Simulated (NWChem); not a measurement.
System: acetone (C3H6O); SMILES O=C(C)C

Input file for NWChem:

```
start job
memory heap 200 mb stack 900 mb global 1100 mb
geometry units angstroms
  C     -1.284550    -0.000719    -0.615008
  C      0.000000     0.000000     0.180731
  C      1.284550     0.000719    -0.615008
  O      0.000000     0.000000     1.387736
  H     -1.329902    -0.883864    -1.272262
  H     -1.333812     0.885068    -1.268338
  H     -2.142753    -0.004571     0.068435
  H      2.142753     0.004571     0.068435
  H      1.333812    -0.885068    -1.268338
  H      1.329902     0.883864    -1.272262
end
basis spherical
  * library sto-3g
end
dft
  xc hfexch
  iterations 150
end
driver
  maxiter 120
end
task dft optimize
task dft freq
```

Parts of the log:

```
             Northwest Computational Chemistry Package (NWChem) 7.3.0
             --------------------------------------------------------

 C2  symmetry detected

                             Geometry "geometry" -> ""
                             -------------------------

 Output coordinates in angstroms (scale by  1.889725989 to convert to a.u.)

  No.       Tag          Charge          X              Y              Z
 ---- ---------------- ---------- -------------- -------------- --------------
    1 C                    6.0000    -1.28455020     0.00005157    -0.61069075
    2 C                    6.0000     0.00000000     0.00000000     0.18504825
    3 C                    6.0000     1.28455020    -0.00005157    -0.61069075
    4 O                    8.0000     0.00000000     0.00000000     1.39205325
    5 H                    1.0000    -1.33043197    -0.88306606    -1.26794475
    6 H                    1.0000    -1.33328083     0.88586796    -1.26402075
    7 H                    1.0000    -2.14275536    -0.00328561     0.07275225
    8 H                    1.0000     2.14275536     0.00328561     0.07275225
    9 H                    1.0000     1.33328083    -0.88586796    -1.26402075
   10 H                    1.0000     1.33043197     0.88306606    -1.26794475

 Effective nuclear repulsion energy (a.u.)     119.4781053125

      Symmetry information
      --------------------

 Group name             C2
 Group number              4
 Group order               2
 No. of unique centers     6

                                Z-matrix (autoz)
                                --------

 Units are Angstrom for bonds and degrees for angles

[...]

      ----------------------
      Optimization converged
      ----------------------

  Step       Energy      Delta E   Gmax     Grms     Xrms     Xmax
  ---- ---------------- -------- -------- -------- -------- --------
@    4    -189.53603243 -7.2D-07  0.00002  0.00001  0.00040  0.00103
                                     ok       ok       ok       ok

                                Z-matrix (autoz)
                                --------

 Units are Angstrom for bonds and degrees for angles

[...]

 Rotational Constants
 --------------------
 A=   0.329591 cm-1  (  0.474197 K)
 B=   0.278054 cm-1  (  0.400049 K)
 C=   0.159734 cm-1  (  0.229817 K)

 Temperature                      =   298.15K
 frequency scaling parameter      =   1.0000

 Zero-Point correction to Energy  =   62.584 kcal/mol  (  0.099734 au)
 Thermal correction to Energy     =   65.720 kcal/mol  (  0.104731 au)
 Thermal correction to Enthalpy   =   66.312 kcal/mol  (  0.105675 au)

 Total Entropy                    =   69.019 cal/mol-K
   - Translational                =   38.079 cal/mol-K (mol. weight =  58.0419)
   - Rotational                   =   22.827 cal/mol-K (symmetry #  =        2)
   - Vibrational                  =    8.113 cal/mol-K

 Cv (constant volume heat capacity) =   15.197 cal/mol-K
   - Translational                  =    2.979 cal/mol-K
   - Rotational                     =    2.979 cal/mol-K
   - Vibrational                    =    9.238 cal/mol-K

[normal modes left out]

 ----------------------------------------------------------------------------
 Normal Eigenvalue ||           Projected Infra Red Intensities
  Mode   [cm**-1]  || [atomic units] [(debye/angs)**2] [(KM/mol)] [arbitrary]
 ------ ---------- || -------------- ----------------- ---------- -----------
    1        0.000 ||    0.002025           0.047         1.974       3.703
    2        0.000 ||    0.000001           0.000         0.001       0.001
    3        0.000 ||    0.000427           0.010         0.417       0.782
    4        0.000 ||    0.000001           0.000         0.001       0.002
    5        0.000 ||    0.001501           0.035         1.463       2.745
    6        0.000 ||    0.000677           0.016         0.660       1.238
    7      116.848 ||    0.000000           0.000         0.000       0.000
    8      163.326 ||    0.000016           0.000         0.016       0.030
    9      394.714 ||    0.000480           0.011         0.468       0.878
   10      531.214 ||    0.000499           0.012         0.487       0.913
   11      557.479 ||    0.014781           0.341        14.409      27.029
   12      905.873 ||    0.000109           0.003         0.106       0.199
   13     1101.013 ||    0.000000           0.000         0.000       0.000
   14     1103.402 ||    0.000002           0.000         0.002       0.004
   15     1264.141 ||    0.001340           0.031         1.306       2.451
   16     1300.151 ||    0.004289           0.099         4.181       7.843
   17     1432.749 ||    0.080525           1.858        78.500     147.257
   18     1706.163 ||    0.007282           0.168         7.099      13.317
   19     1706.338 ||    0.000274           0.006         0.267       0.501
   20     1806.219 ||    0.000000           0.000         0.000       0.000
   21     1810.825 ||    0.007906           0.182         7.707      14.458
   22     1810.948 ||    0.000001           0.000         0.001       0.002
   23     1814.357 ||    0.008226           0.190         8.019      15.043
   24     2130.141 ||    0.032953           0.760        32.124      60.261
   25     3565.173 ||    0.000572           0.013         0.557       1.046
   26     3566.564 ||    0.000053           0.001         0.052       0.097
   27     3741.473 ||    0.000000           0.000         0.000       0.000
   28     3743.449 ||    0.000047           0.001         0.045       0.085
   29     3762.321 ||    0.000000           0.000         0.000       0.000
   30     3763.974 ||    0.000063           0.001         0.061       0.115
 ----------------------------------------------------------------------------
```

Level: Hartree-Fock/STO-3G.
